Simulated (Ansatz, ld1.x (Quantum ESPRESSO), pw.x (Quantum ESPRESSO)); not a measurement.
## Equation-of-state test of one RRKJ potential (magnesium (Mg))

* Element: Mg
* Generator: ld1.x (Quantum ESPRESSO) 7.5
* Type: norm-conserving RRKJ (Kleinman–Bylander form)
* Functional: LDA (PW92)
* Relativity: scalar-relativistic
* Frozen core: [Ne]
* Valence charge: 2
* Reference configuration: 3s2 3p0
* Partial waves: 3p (bound, empty): rc 3.65 bohr; 3d channel at 0.2 Ry: rc 3.35 bohr; 3s (bound): rc 2.10 bohr
* Local potential: the s channel
* Core correction: Bessel-smoothed model core inside 1.30 bohr

Atomic tests: cutoffs needed: 8 Ry and 18 Ry (the cutoffs (Ry, on a coarse ladder) from which the occupation-weighted sum of valence levels, in a spherical-Bessel basis at the reference potential, stays within 10 and 1 mRy of its value at 400 Ry); ghost test: no extra level below or beside the all-electron valence levels (p, d, s, f tested) (spherical-Bessel basis up to 400 Ry, 20 bohr box); largest excitation error: -11 meV (all-electron minus pseudo) for 3s0 3p2, out of 5 test configurations.

Crystal test: bcc Mg in pw.x 7.5, no spin, 13³ k-points, Fermi–Dirac smearing 0.01 Ry, cutoffs 50/200 Ry. The reference is all-electron LAPW (Ansatz 0.2.0) with the same functional, mesh and smearing; V0 and B0 come from Birch–Murnaghan fits to the pressures at five volumes. Errors are pseudo minus all-electron; Δ is the rms difference of the E(V) curves that follow from these fits, minima aligned, over ±6 % about the mean V0. Mesh and smearing are coarse, so the numbers serve the comparison and aren't converged zero-temperature values; the lattice is a test structure that the element need not adopt.

All-electron: a0 = 3.513 Å (V0 = 21.67 Å³/atom), B0 = 38.2 GPa.

Task: How far does the potential miss the all-electron equation of state?

Result: mean pressure error (GPa): -1.08; a0 (Å): 3.479; a0 error (%): -0.95; B0 error (%): +2.9; Δ (meV/atom): 5.2. The largest radius (3.65 bohr) exceeds half the bond length (2.87 bohr), so the spheres overlap, which is one possible source of error among others. This is a poor potential for the solid. The logarithmic derivative shows an extra or strongly shifted pseudo pole above the reference energy (p near 1.89 Ry).

| V (Å³/atom) | P all-electron (GPa) | P pseudo (GPa) |
| --- | --- | --- |
| 20.498 | 2.38 | 1.13 |
| 21.038 | 1.20 | 0.05 |
| 21.577 | 0.17 | -0.91 |
| 22.116 | -0.75 | -1.74 |
| 22.656 | -1.55 | -2.47 |

Task: At the middle volume, how do free energy and pressure move when the wave cutoff is lowered (ecutrho kept at four times it)?

Result:

```
cutoff (Ry)  shift of F (meV/atom)  shift of P (GPa)
         22                   +4.0             -0.08
         30                   +0.7             -0.00
         40                   +0.2             -0.00
```

The run at the middle volume (84 k-points, 5 iterations) took about 3.2 s on one core of a shared host (AMD EPYC 9R14, 96 threads, 370 GiB, load 29).
